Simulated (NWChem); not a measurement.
Molecule: AlF$_{3}$; SMILES [F][Al]([F])[F]

```xyz
4

Al     0.0000     0.0000     0.0000
F     -0.4630    -1.5733     0.0000
F     -1.1310     1.1876     0.0000
F      1.5940     0.3857     0.0000
```
Atoms are numbered in this order, from 1.

Computed with NWChem. Coordinates come from a B3LYP/6-31G* (spherical d) optimisation. Isolated, static molecule.

GIAO at PBE0/pcSseg-2: principal shieldings of F2 are 351.2, 359.0, 460.6 ppm; an isolated trichlorofluoromethane molecule has σ = 162.9 ppm at the same levels.

Task: Find the isotropic 19F shift, its principal values, the span and the skew.

Result: 
1. σ(iso) = one third of the sum = 390.3 ppm.
2. δ = σ(reference) − σ = -227.4 ppm against trichlorofluoromethane.
3. δ11, δ22, δ33 = -188.3, -196.1, -297.7 ppm.
4. Span Ω = δ11 − δ33 = 109.4 ppm; skew κ = 3(δ22 − δ(iso))/Ω = 0.86.
